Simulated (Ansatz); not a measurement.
```yaml
crystal:
  periodic: [false, false, false]
  atoms:
    - {symbol: Ge, position_ang: [0.000000, 0.000000, 0.000000]}
    - {symbol: S, position_ang: [0.000000, 0.000000, 2.092500]}
basis:
  gaussian: {orbitals: def2-TZVP}
total_charge: 1
magnetization: {spin_polarized: true, initial_magnetization: 3}
hamiltonian: {xc: pbe0}
relax: {f_tol: 0.004, max_steps: 80}
```

```sh
$ ansatz run in.yaml --threads 1 --pin off --events-out ev --progress --plain --max-ram 2176MiB
```

Steps of the relaxation (energy above the last step; positions in Å, forces in eV/Å):

```
2
step 1, 722.5 meV
Ge    0.000    0.000    0.000    0.000    0.000   -2.591
S     0.000    0.000    2.092    0.000    0.000    2.591
```

```
2
step 2, 518.8 meV
Ge    0.000    0.000   -0.066    0.000    0.000   -0.716
S     0.000    0.000    2.158    0.000    0.000    0.716
```

```
2
step 3, 432.4 meV
Ge    0.000    0.000   -0.093    0.000    0.000   -2.790
S     0.000    0.000    2.186    0.000    0.000    2.790
```

```
2
step 6, 0.0 meV
Ge    0.000    0.000   -0.272    0.000    0.000   -0.016
S     0.000    0.000    2.365    0.000    0.000    0.016
```

```
2
step 7, 0.0 meV
Ge    0.000    0.000   -0.274    0.000    0.000    0.000
S     0.000    0.000    2.366    0.000    0.000    0.000
```

Close pairs at the end: Ge1–S2 2.640 Å.

A stationary point of unrestricted PBE0 after 7 steps, with ⟨S²⟩ = 3.761 against 3.75 for a pure state. 54 s on 1 thread of Arm Neoverse V1, shared host.
